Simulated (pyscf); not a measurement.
## Addition: acetonitrile (H₃C–C≡N) + H atom (H•) → H₃C–C•=NH

Gas phase, doublet surface, charge 0. Bonds broken: none. Bonds formed: N2–H7. PySCF, gas phase, ωB97X-D3(BJ)/def2-SVP geometries. MP2 and CC: frozen core, UHF for open shells. ΔMP2 is the change of the MP2 total energy from the triple- to the quadruple-zeta basis.

Transition state (Å):

```xyz
7

C      1.0170     0.0500     0.2545
N     -1.2074     1.3352    -0.2795
C     -0.1691     0.8169    -0.1261
H      1.3482    -0.5758    -0.5869
H      0.7872    -0.5987     1.1159
H      1.8356     0.7315     0.5277
H     -2.3664     0.9585     0.6743
```

One imaginary mode, 1243i cm⁻¹; descent along it reached the two sides named.

| bond | change | reactant side (Å) | saddle | product side |
|---|---|---|---|---|
| N2–H7 | forms | 3.8 | 1.548 | 1.033 |

Electronic energies relative to the separated reactants (kJ/mol):

```json
[
 {"level": "ωB97X-D3(BJ)/def2-TZVP", "barrier": "37.7", "reaction energy": "-75.2", "reverse barrier": "112.9"},
 {"level": "PBE/def2-TZVP", "barrier": "10.2", "reaction energy": "-84.6", "reverse barrier": "94.8"},
 {"level": "r²SCAN/def2-TZVP", "barrier": "5.7", "reaction energy": "-93.7", "reverse barrier": "99.4"},
 {"level": "B3LYP-D3(BJ)/def2-TZVP", "barrier": "14.9", "reaction energy": "-86.0", "reverse barrier": "101.0"},
 {"level": "PBE0-D3(BJ)/def2-TZVP", "barrier": "20.3", "reaction energy": "-87.7", "reverse barrier": "108.0"},
 {"level": "M06-2X/def2-TZVP", "barrier": "38.5", "reaction energy": "-66.6", "reverse barrier": "105.1"},
 {"level": "ωB97M-D3(BJ)/def2-TZVP", "barrier": "36.2", "reaction energy": "-70.1", "reverse barrier": "106.3"},
 {"level": "HF/def2-TZVP", "barrier": "70.8", "reaction energy": "-47.0", "reverse barrier": "117.7"},
 {"level": "MP2/def2-QZVPP", "barrier": "77.1", "reaction energy": "-27.3", "reverse barrier": "104.4"},
 {"level": "CCSD/def2-TZVPP", "barrier": "42.8", "reaction energy": "-65.6", "reverse barrier": "108.4"},
 {"level": "CCSD(T)/def2-TZVPP", "barrier": "40.6", "reaction energy": "-62.4", "reverse barrier": "103.0"},
 {"level": "CCSD(T)/def2-TZVPP + ΔMP2(QZVPP)", "barrier": "38.7", "reaction energy": "-66.5", "reverse barrier": "105.2"}
]
```

With CCSD(T)/def2-TZVPP + ΔMP2(QZVPP) energies and thermal terms (ideal gas, 1 atm, RRHO with modes under 100 cm⁻¹ raised to 100, one conformer, R ln 2 for rigid chiral ones), in kJ/mol:

```
T (K)   ΔH‡    ΔG‡     ΔH     ΔG
-----  ----  -----  -----  -----
298    37.4   60.8  -47.4  -21.3
600    35.6   85.2  -50.2   +6.4
900    34.3  110.4  -51.6  +35.0
1200   33.1  135.9  -52.3  +64.0
```

This is the saddle that the search found; another between the same sides may lie lower. The CCSD(T) − MP2 part came from Ansatz, without density fitting, on the same reference. A UHF reference is spin-contaminated (<S²> up to 0.89), which harms MP2 most.
